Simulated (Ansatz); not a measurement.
## A rate constant, worked out

An elementary step of CH5FSi, closed shell (CH₅FSi ([CH3][SiH2][F]) → CH₄Si ([CH2][SiH2]) + HF; Si–F, C–H broken or loosened, F–H formed or tightened). The start structure is the reactant molecule, and the electronic barrier above it is 3.771 eV by CCSD(T) at an estimated basis limit (MP2 extrapolated from triple and quadruple zeta, plus CCSD(T) − MP2 in triple zeta). Program: Ansatz 0.2.0. Basis: def2-TZVPP and def2-QZVPP. Cores are frozen in the correlated methods. Extrapolation: Hartree–Fock as exp(−7.88 √X), correlation as X^−2.97. Harmonic wavenumbers at PBE0-D4/def2-TZVP (Ansatz 0.2.0), in cm⁻¹:

Start: 160, 244, 501, 683, 732, 766, 864, 880, 954, 973, 1281, 1443, 1448, 2234, 2235, 3051, 3134, 3144.

Saddle: 320i, 247, 316, 473, 638, 653, 725, 840, 913, 957, 990, 1003, 1378, 2273, 2295, 2369, 3159, 3248.

Task: Work out the transition-state-theory rate constant at 600 K from these numbers alone (harmonic vibrations; rotation, path degeneracy and anharmonicity left out), and the Wigner tunnelling factor. Use 1 cm⁻¹ = 1.2398 × 10⁻⁴ eV and k_B = 8.617 × 10⁻⁵ eV/K.

Result: Zero-point energies, half the sums: start 24727/2 cm⁻¹ = 1.5329 eV; saddle, real modes only, 22477/2 cm⁻¹ = 1.3934 eV.
Barrier with zero-point energy: 3.771 + 1.3934 − 1.5329 = 3.6315 eV.
k_BT = 0.05170 eV, so the barrier is 70.24 k_BT.
Vibrational partition functions from the zero-point level, ln q = −Σ ln(1 − exp(−hν/k_BT)): start 3.490, saddle 3.108.
k = (k_BT/h) exp(ln q‡ − ln q) exp(−E0/k_BT), with log₁₀(k_BT/h in s⁻¹) = 13.10: log₁₀ k = 13.10 + (-0.382 − 70.24)/2.3026 = -17.57, so k ≈ 3 × 10^(-18) s⁻¹.
Wigner factor: 1 + (hν‡/k_BT)²/24 = 1 + (0.77)²/24 = 1.02. A change of 1 kcal/mol (0.043 eV) in the barrier would change k by a factor of 2.3 at this temperature.

The T1 diagnostic stays at or below 0.016. The restricted Hartree–Fock reference is unstable towards an unrestricted one at one or more of these structures.

Labels in which every atom is bracketed show which atoms are joined, not bond orders.

For scale, one of the runs: CCSD(T)/def2-TZVPP, 174 basis functions, launched by `ansatz run in.yaml --threads 2 --pin off --events-out ev --progress --plain --max-ram 4352MiB`. Time: 11 s of wall clock on 2 CPU threads of an Intel Xeon 6975P-C; the host was shared. Peak host memory: 1.7 GiB.
